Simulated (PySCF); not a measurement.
Basis-set dependence of population analyses: difluoroacetonitrile

Difluoroacetonitrile, C2HF2N.
Numbering: `[N:1]#[C:2][CH:3]([F:4])[F:5]` (hydrogens: H6 on C3)

PBE0 throughout (PySCF), one geometry, spherical d and f functions. Isolated species at its PBE0-D3(BJ)/def2-SVP geometry, gas phase. Atoms taken as equivalent share a column and are averaged.

Mulliken charges (e):

```csv
basis,functions,N1,C2,C3,F4/F5,H6
pcSseg-0,47,-0.318,+0.016,+0.680,-0.330,+0.282
cc-pVDZ,75,-0.106,-0.084,+0.456,-0.170,+0.075
pcSseg-1,90,-0.214,+0.011,+0.597,-0.267,+0.140
aug-cc-pVDZ,124,-0.214,-0.192,+1.399,-0.399,-0.196
cc-pVTZ,164,-0.019,-0.132,+0.389,-0.152,+0.066
IGLO-III,185,-0.247,+0.148,+0.354,-0.191,+0.127
```

IAO charges (e):

```json
{"basis": "pcSseg-0", "functions": "47", "N1": "-0.158", "C2": "+0.091", "C3": "+0.385", "F4/F5": "-0.248", "H6": "+0.179"}
{"basis": "cc-pVDZ", "functions": "75", "N1": "-0.165", "C2": "+0.091", "C3": "+0.435", "F4/F5": "-0.265", "H6": "+0.171"}
{"basis": "pcSseg-1", "functions": "90", "N1": "-0.171", "C2": "+0.100", "C3": "+0.438", "F4/F5": "-0.271", "H6": "+0.176"}
{"basis": "aug-cc-pVDZ", "functions": "124", "N1": "-0.173", "C2": "+0.104", "C3": "+0.439", "F4/F5": "-0.275", "H6": "+0.180"}
{"basis": "cc-pVTZ", "functions": "164", "N1": "-0.173", "C2": "+0.102", "C3": "+0.444", "F4/F5": "-0.275", "H6": "+0.177"}
{"basis": "IGLO-III", "functions": "185", "N1": "-0.174", "C2": "+0.105", "C3": "+0.441", "F4/F5": "-0.276", "H6": "+0.181"}
```

Which scheme is steadiest as the basis changes?

Largest range over the bases for any column: IAO 0.06 e, Mulliken 1.04 e. IAO charges move least and Mulliken charges most, counted in e.

How much do the charges still move between the two largest bases, cc-pVTZ and IGLO-III?

At most, over all atoms: Mulliken 0.280 e, IAO 0.004 e.

What do the same runs give for the total energy, the frontier levels and the dipole moment?

| basis | energy (Eh) | HOMO (eV) | LUMO (eV) | μ (D) |
| --- | --- | --- | --- | --- |
| pcSseg-0 | -330.0932 | -10.93 | -0.74 | 2.57 |
| cc-pVDZ | -330.8860 | -10.42 | -0.31 | 2.37 |
| pcSseg-1 | -330.8400 | -10.68 | -0.62 | 2.50 |
| aug-cc-pVDZ | -330.9125 | -10.65 | -0.78 | 2.51 |
| cc-pVTZ | -330.9901 | -10.57 | -0.57 | 2.48 |
| IGLO-III | -331.0107 | -10.66 | -0.76 | 2.52 |

The dipole is fixed by the density alone, so its range of 0.20 D shows that the density itself changes with the basis, not only its division among atoms.
